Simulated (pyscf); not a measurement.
Single points on ωB97X-D3(BJ)/def2-SVP structures (PySCF, gas phase). Correlated levels are frozen-core, on RHF or UHF. ΔMP2 is the change of the MP2 total energy from the triple- to the quadruple-zeta basis.

Problem. What is the homolytic dissociation enthalpy (298 K, CCSD(T)/def2-TZVPP + ΔMP2(QZVPP)) of the Bi–Cl bond of `[Cl][BiH2]`, to Cl• + BiH₂•?

Solution. Bi–Cl to Cl• + BiH₂•: 3.13 eV. The CCSD(T) − MP2 part came from Ansatz, without density fitting, on the same reference. The frozen core leaves the outer d or s,p core shells of the metals and heavy elements correlated in the MP2 and CC values, and def2-TZVPP describes them poorly, which can shift differences by a few kcal/mol. Left out: the spin-orbit lowering of Cl. Elements past Kr carry the def2 core potentials, without spin-orbit coupling.
